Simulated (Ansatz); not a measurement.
System: C3H3, charge 0, doublet. C3H3 (SMILES C(#C)[CH2], doublet).
B3LYP-D3(BJ)/def2-TZVP minimum from Ansatz (a first-principles code):
```xyz
6

C     -0.0011     0.0113     0.1144
C     -0.0126     0.1308     1.3291
C      0.0118    -0.1223    -1.2430
H     -0.0226     0.2347     2.3859
H      0.9454    -0.1572    -1.7878
H     -0.9114    -0.1960    -1.8016
```
Charge 0, spin multiplicity 2.

Total energies in hartree (Ansatz). UHF or UKS for unpaired electrons; spin-orbit terms are left out. Cores are frozen in correlated methods. No relativity. For partners of very few electrons the exact lower level stands in for a higher one. The UHF reference of C3H3 (C#C[CH2], doublet) is spin-contaminated (<S^2> up to 0.21 over the pure value in the sets run).

```csv
species,HF/cc-pVTZ,CCSD(T)/cc-pVTZ,HF/cc-pVQZ,CCSD(T)/cc-pVQZ,CCSD(T)/cc-pVDZ,CCSDT(Q)/cc-pVDZ
"1: C3H3 (SMILES C(#C)[CH2], doublet)",-115.29335,-115.77806,-115.30065,-115.81044,-115.66330,-115.66591
2: C (triplet),-37.69157,-37.78076,-37.69331,-37.78654,-37.76038,-37.76071
3: H (doublet),-0.49981,-0.49981,-0.49995,-0.49995,-0.49928,-0.49928
```

Work out the atomisation energy (electronic, to ground-state atoms) in kcal/mol: take Hartree-Fock from cc-pVQZ, extrapolate the CCSD(T) correlation energy as X^-3 (X = 3, 4), and add CCSDT(Q) - CCSD(T) in cc-pVDZ. 1 hartree = 627.51 kcal/mol.


Species 1: correlation (64·(-0.50979) - 27·(-0.48471))/37 = -0.52809; step -0.00261; E1 = -115.30065 + (-0.52809) + (-0.00261) = -115.83135
Species 2: correlation (64·(-0.09323) - 27·(-0.08919))/37 = -0.09618; step -0.00033; E2 = -37.69331 + (-0.09618) + (-0.00033) = -37.78982
Species 3: correlation (64·(0.00000) - 27·(0.00000))/37 = 0.00000; step +0.00000; E3 = -0.49995 + (0.00000) + (+0.00000) = -0.49995
-1·E1 +3·E2 +3·E3 = 0.96204 hartree = 603.7 kcal/mol.
